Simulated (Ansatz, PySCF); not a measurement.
Potential energy curve for CH, doublet.

Levels of theory: UMP2 = MP2 on UHF/def2-SVP, frozen core run with Ansatz (a program for electronic structure); UKS-BP86/6-31G* = unrestricted BP86/6-31G*, spherical d (PySCF 2.14.0); UCCSD(T) = CCSD(T) on UHF/def2-SVP, frozen core run with Ansatz; FCI = full CI/def2-SVP, frozen core run with Ansatz.

Energies relative to the lowest point of each curve near equilibrium, in kJ/mol:

```tsv
R / Å	UMP2	UKS-BP86/6-31G*	UCCSD(T)
1.01	22.3	29.3	26.4
1.08	2.4	6.0	4.2
1.15	1.1	0.0	0.4
1.22	12.3	5.4	8.9
1.25	19.8	10.3	15.1
1.54	133.1	92.9	109.0
1.68	199.4	139.7	157.9
2.48	295.7	322.9	310.9
3.09	299.9	352.5	323.7
3.42	300.4	357.2	324.6
3.91	300.7	359.7	325.1
4.58	300.9	360.4	325.2
```

Question: What does FCI give at the same points?

Answer: 1.01: 26.3; 1.08: 4.1; 1.15: 0.4; 1.22: 9.0; 1.25: 15.2; 1.54: 109.0; 1.68: 156.9; 2.48: 304.5; 3.09: 323.0; 3.42: 325.3; 3.91: 326.4; 4.58: 326.7 (kJ/mol).

The unrestricted determinant behind UMP2, UCCSD(T) is spin-contaminated at 0.89 to 4.58 Å (<S²> up to 1.8, against 0.75 for a pure doublet). The unrestricted determinant behind UKS-BP86/6-31G* is spin-contaminated at 0.89 to 1.05, 2.24 to 4.58 Å (<S²> up to 1.8, against 0.75 for a pure doublet).
